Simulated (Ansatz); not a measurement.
C₃H₄O, SMILES `C#CCO`. Charge 0, multiplicity 1.

Cartesian coordinates in Å:
```
C 0.446 -0.040 -1.817
C 0.270 0.139 -0.644
C 0.051 0.308 0.788
O -1.125 -0.316 1.252
H 0.599 -0.186 -2.861
H 0.938 -0.053 1.327
H -0.054 1.371 1.019
H -1.126 -1.223 0.934
```

**Question.** List the harmonic frequencies (cm⁻¹, unscaled) at PBE0-D4/def2-TZVP in Ansatz. (An estimate is asked.)

**Answer.** The calculation gave: 203, 280, 349, 573, 668, 716, 927, 994, 1095, 1220, 1352, 1415, 1485, 2237, 3013, 3095, 3481, 3860.

**Question.** Is this a minimum?

**Answer.** Yes, all 18 modes are real.

**Question.** Give the ideal-gas thermochemistry at 298.15 K and 1 bar (rigid rotor, harmonic oscillator; point group C1, symmetry number 1).

**Answer.** Zero-point energy 161.3 kJ/mol; H(298) − E = 176.2 kJ/mol; entropy 284.7 J/(mol·K), of which translation 159.1, rotation 99.1, vibration 26.5; G(298) − E = 91.4 kJ/mol.
